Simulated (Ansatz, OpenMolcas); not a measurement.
C2H8Si (dimethylsilane): methods side by side

C2H8Si has 11 atoms, charge 0, and is taken as a singlet. As SMILES, `C[SiH2]C`. The coordinates come from a PBE0-D4/def2-TZVP relaxation.

```xyz
11

C    -1.0502    0.9672   -0.6612
Si   -0.3092   -0.6532   -0.0876
C     1.3466   -0.3923    0.7457
H    -2.0158    0.8069   -1.1461
H    -0.3917    1.4646   -1.3778
H    -1.2049    1.6449    0.1821
H    -0.1399   -1.5642   -1.2561
H    -1.2451   -1.3193    0.8633
H     2.0582    0.0752    0.0604
H     1.7726   -1.3420    1.0774
H     1.2448    0.2552    1.6203
```

Each level gives the vertical ionisation energy (to the doublet cation) (eV). The values are calculated.

```
            level                    kind     program  value (eV)  CPU time (all runs)
      HF/def2-SVP            Hartree–Fock      Ansatz       10.49                 16 s
   SVWN5/def2-SVP                     LDA  OpenMolcas       10.69              2.3 min
     PBE/def2-SVP                     GGA      Ansatz       10.60                 34 s
    PBE0/def2-SVP           global hybrid  OpenMolcas       10.99              2.7 min
   HSE06/def2-SVP  range-separated hybrid      Ansatz       10.96                 55 s
  B2PLYP/def2-SVP           double hybrid      Ansatz       11.02                 38 s
RPA@PBE0/def2-SVP                     RPA      Ansatz       11.09                 77 s
    CCSD/def2-SVP   coupled cluster or CI      Ansatz       11.12                 88 s
```

The values span 10.49 to 11.12 eV. Times are those of the runs behind each value, whatever else they computed, on shared processors of several kinds: orders of magnitude only.
